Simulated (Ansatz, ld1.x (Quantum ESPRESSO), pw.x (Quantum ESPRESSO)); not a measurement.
Equation-of-state test of one TM potential (Mo (Z = 42))

Mo (Z = 42), norm-conserving Troullier–Martins (Kleinman–Bylander form), made with ld1.x (Quantum ESPRESSO) 7.5 (PBE, scalar-relativistic). Core [Kr], reference 4d5 5s0 5p1. Waves: 5s (bound, empty): rc 2.10 bohr; 5p (bound): rc 2.85 bohr; 4d (bound): rc 1.50 bohr; 4f channel at 0.05 Ry: rc 2.95 bohr. Local part: all-electron potential smoothed inside 2.65 bohr (lloc = -1). Core correction: a·sin(br)/r model core, default radius (core density twice the valence density).

Crystal test: bcc Mo in pw.x 7.5, no spin, 15³ k-points, Fermi–Dirac smearing 0.01 Ry, cutoffs 70/280 Ry. The reference is all-electron LAPW (Ansatz 0.2.0) with the same functional, mesh and smearing; V0 and B0 come from Birch–Murnaghan fits to the pressures at five volumes. Errors are pseudo minus all-electron; Δ is the rms difference of the E(V) curves that follow from these fits, minima aligned, over ±6 % about the mean V0. Mesh and smearing are coarse, so the numbers serve the comparison and aren't converged zero-temperature values; the lattice is a test structure that the element need not adopt.

All-electron: a0 = 3.162 Å (V0 = 15.80 Å³/atom), B0 = 259.2 GPa.

**Question.** How far does the potential miss the all-electron equation of state?

**Answer.** mean pressure error (GPa): -7.58; a0 (Å): 3.129; a0 error (%): -1.03; B0 error (%): -1.1; Δ (meV/atom): 27.5. The largest radius (2.95 bohr) exceeds half the bond length (2.59 bohr), so the spheres overlap, which is one possible source of error among others. This is a poor potential for the solid. Atomic configuration tests: 1 of 7 tests not solved or not reliable. The logarithmic derivative shows an extra or strongly shifted pseudo pole above the reference energy (s near 0.03 Ry).

```csv
V (Å³/atom),P all-electron (GPa),P pseudo (GPa)
15.012,14.82,5.40
15.407,6.93,-1.46
15.802,-0.00,-7.47
16.197,-6.08,-12.75
16.592,-11.41,-17.37
```

**Question.** At the middle volume, how do free energy and pressure move when the wave cutoff is lowered (ecutrho kept at four times it)?

**Answer.**

```tsv
cutoff (Ry)	shift of F (meV/atom)	shift of P (GPa)
32	+762.1	-30.15
42	+112.3	-6.38
56	+3.4	-0.36
```

The run at the middle volume (120 k-points, 8 iterations) took about 16 s on one core of a shared host (Neoverse-V1, 64 threads, 503 GiB, load 32).
